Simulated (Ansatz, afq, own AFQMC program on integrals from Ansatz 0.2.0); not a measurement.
**Atomization energy of AlGaPH, singlet**

```yaml
atoms:
  - { symbol: Ga, position_ang: [0.0000, 0.2302, 1.1965] }
  - { symbol: Al, position_ang: [0.0000, 0.5781, -2.0818] }
  - { symbol: P, position_ang: [0.0000, -1.0792, -0.7782] }
  - { symbol: H, position_ang: [0.0000, 1.7623, -3.1262] }
```

Connectivity, by distances: Ga–P–AlH.

Atoms in their ground-state spins without spin–orbit coupling (mostly on UHF) minus the molecule (RHF), without zero-point energy. The geometry is a stationary point, not shown to be a minimum.

Basis cc-pVDZ. Noble-gas cores (and the filled d shells of Ga–Kr and In–Xe) are frozen. Integrals, coupled cluster, full CI and functionals: Ansatz 0.2.0; the random walks run on the same integrals in our own AFQMC program. ph-AFQMC/CISD is guided by a CISD state made of CCSD amplitudes; releasing the constraint for a short imaginary time cuts its bias at the price of noise, slowly where states lie close. Error bars are statistical, one sigma. No spin–orbit coupling. The errors of all members are added in quadrature.

No full CI on the walks' own integrals is used here; CCSDT(Q) serves as the reference and is uncertain by about the last step of the cluster series. Each member takes its own surest rung, up to full CI.

Errors are counted within cc-pVDZ, not against nature.

Cautions: inner d shell frozen; no relativity below Rb; no spin-orbit coupling; AlGaPH (singlet): higher spins were not checked, raised T1 diagnostic (T1 0.024, weight of the determinant 0.82, largest double 0.06).

Reference (CCSDT(Q)): 168.3 kcal/mol.

| level | atomization energy (kcal/mol) | error against CCSDT(Q) (kcal/mol) |
| --- | --- | --- |
| HF | 109.9 | -58.4 |
| MP2 | 172.3 | 4.0 |
| CCSD | 160.4 | -7.9 |
| CCSD(T) | 167.3 | -1.0 |
| ph-AFQMC/HF | 170.4 ± 1.4 | 2.1 ± 1.4 |
| ph-AFQMC/CISD | 167.7 ± 0.5 | -0.6 ± 0.5 |
| released AFQMC | 168.4 ± 0.6 | 0.1 ± 0.6 |

Correlation beyond CCSD(T) adds 1.0 kcal/mol. The perturbative (T) step is worth +7.0 kcal/mol.

A walk keeps the symmetry of its determinant, which the program's search chose and which needn't be the lowest solution, so a lower state of the same spin and another symmetry isn't excluded. Released energies are given only where the last usable release times agree within the noise; a slower fall can still hide under it.
